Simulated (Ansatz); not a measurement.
`C=CC(C)=S` → `C=C=C(C)S`  (isomerisation)

Gas-phase electronic energies from Ansatz, PBE0-D4/def2-TZVP geometries. CCSD(T)/CBS is the MP2 limit (def2-TZVPP, def2-QZVPP) plus CCSD(T) − MP2 in def2-TZVPP, frozen cores. DFT in def2-TZVPP. One conformer a species, not always the lowest.

Problem. Is it downhill or uphill in electronic energy at CCSD(T)/CBS, and by how much? (An estimate is asked.)

Solution. Computed: Uphill: ΔE = +16.1 kcal/mol.

Problem. What do these levels give: ωB97X-V, B2PLYP, PBE, PBE0, MP2/def2-QZVPP, MP2/CBS(def2)? (Best estimate.)

Solution. Ansatz gave: ωB97X-V 14.3, B2PLYP 15.3, PBE 13.3, PBE0 13.8, MP2/def2-QZVPP 16.4, MP2/CBS(def2) 16.3 kcal/mol.

Largest T1 diagnostic among the species: 0.017.

In def2-TZVPP, CCSD(T) changes the Hartree–Fock value by +1.0 kcal/mol (the triples alone add +1.0 kcal/mol) and MP2 by +1.2 kcal/mol.
